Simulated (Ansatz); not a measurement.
The input, for Ansatz 0.2.0:

```yaml
crystal:
  periodic: [false, false, false]
  atoms:
    - {symbol: W, position_ang: [0.000000, 0.000000, 0.000000]}
    - {symbol: Ge, position_ang: [0.000000, 0.000000, 2.413000]}
basis:
  gaussian: {orbitals: def2-TZVPP}
total_charge: 1
magnetization: {spin_polarized: false, initial_magnetization: 5}
correlation: {method: fic_mrcisd_q, electrons: outside_noble_gas, active_space: {window: {electrons: 9, orbitals: 10}, shells: [{species: Ge, l: s, shell: 4}, {species: Ge, l: p, shell: 4}, {species: W, l: s, shell: 6}, {species: W, l: d, shell: 5}]}}
```

```sh
$ ansatz run in.yaml --threads 2 --pin off --events-out ev --progress --plain --max-ram 16896MiB --backend cuda --devices 0, --max-vram 18GiB
```

(1) Roughly how long does this take on 2 threads of AMD EPYC 7R13 with a shared H100 80 GB, shared host, and how much host memory?

```
1224 factors; integrals over basis functions are off by at most 1.3e-7 eV
mean field evaluation 1: about -58269.5282 eV, gradient 1.8e1 eV
mean field evaluation 2: about -58269.6939 eV, gradient 1.8e1 eV
mean field evaluation 4: about -58271.5711 eV, gradient 7.8e0 eV
mean field evaluation 8: about -58271.9294 eV, gradient 1.9e0 eV
mean field evaluation 16: about -58271.9958 eV, gradient 2.6e-6 eV
mean field evaluation 32: about -58270.8022 eV, gradient 1.8e-6 eV
mean field evaluation 64: about -58270.2076 eV, gradient 1.0e0 eV
mean field evaluation 96: about -58271.9955 eV, gradient 1.9e-1 eV
mean field evaluation 128: about -58271.9954 eV, gradient 1.0e-1 eV
mean field evaluation 160: about -58270.2407 eV, gradient 3.7e-1 eV
mean field evaluation 192: about -58270.1446 eV, gradient 2.9e0 eV
mean field evaluation 224: about -58271.9918 eV, gradient 4.5e-1 eV
mean field -58271.99583455 eV, -2141.4563487424 hartree, gradient 8.1e-6 eV, S^2 8.750000; 16 other end points of the search recorded, 0 dependent functions left out
reference -58271.99583455 eV, -2141.4563487424 hartree; 25, 20 occupied and 79, 84 virtual orbitals, 1224 factors
state -58273.58058118 eV, -2141.5145871068 hartree
contracted CI cycle   1: correlation 0.00000000 eV, 0.0000000000 hartree, residual 1.56e1 eV
contracted CI cycle   2: correlation -3.58622354 eV, -0.1317912843 hartree, residual 2.64e0 eV
contracted CI cycle   3: correlation -3.70652554 eV, -0.1362123013 hartree, residual 6.39e-1 eV
contracted CI cycle   4: correlation -3.71459957 eV, -0.1365090164 hartree, residual 2.08e-1 eV
contracted CI cycle   5: correlation -3.71552952 eV, -0.1365431915 hartree, residual 7.67e-2 eV
contracted CI cycle   6: correlation -3.71564734 eV, -0.1365475210 hartree, residual 2.52e-2 eV
contracted CI cycle   7: correlation -3.71565930 eV, -0.1365479609 hartree, residual 7.83e-3 eV
contracted CI cycle   8: correlation -3.71566044 eV, -0.1365480025 hartree, residual 2.52e-3 eV
contracted CI cycle   9: correlation -3.71566056 eV, -0.1365480071 hartree, residual 8.93e-4 eV
state -58273.58058118 eV, -2141.5145871068 hartree; corrected -58277.58369762 eV, -2141.6616989226 hartree
Total energy: -58277.58369762 eV, -2141.6616989226 hartree
Checks for a lower state left out: starts, orbital_swaps
```

Natural occupations: 1.9664 1.9103 1.0017 0.9987 0.9987 0.9762 0.9762 0.0721 0.0498 0.0498.

## Answers

(1) 9 s wall and 0.93 GiB.
